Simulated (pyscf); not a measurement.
H₂N–SiH•–NH–SiH₂–NH₂ + H₂O → H₂N–SiH₂–NH–Si•(NH₂)–OH + H₂, a four-centre exchange (doublet surface; H–Si, H–O broken, O–Si, H–H formed). Optimised with ωB97X-D3(BJ)/def2-SVP in PySCF. Energies in kcal/mol from the separated reactants.

Small-basis levels: PySCF, no dispersion term, spherical d functions. Open shells are spin-unrestricted. 

**Question.** Quick SVWN5/6-31G* single points give ΔE‡ = -2.9 kcal/mol and ΔE = -27.6 kcal/mol. What does ωB97M-D3(BJ)/def2-TZVP give, and how far is the quick result from it?

**Answer.** ωB97M-D3(BJ)/def2-TZVP gives ΔE‡ = 21.8 kcal/mol and ΔE = -21.2 kcal/mol. SVWN5/6-31G* lies 24.7 kcal/mol under it in the barrier and 6.4 kcal/mol under it in the reaction energy, so on this step it does not hold to within 3.0 kcal/mol. At SVWN5/6-31G* this geometry lies under one side, so its ΔE‡ may be no barrier of that level. ωB97M-D3(BJ)/def2-TZVP has limits of its own. On the reactant side the descent ends in an adduct with a O–Si contact, 7.3 kcal/mol over the separated species and 15.7 kcal/mol under the saddle at ωB97X-D3(BJ)/def2-TZVP. What is counted as formed (O–Si) is already present as a longer contact in the reactant adduct; forming that adduct is a step of its own. At the saddle there is also a short H–Si contact that neither side keeps. One saddle was located; it need not be the lowest between these sides.
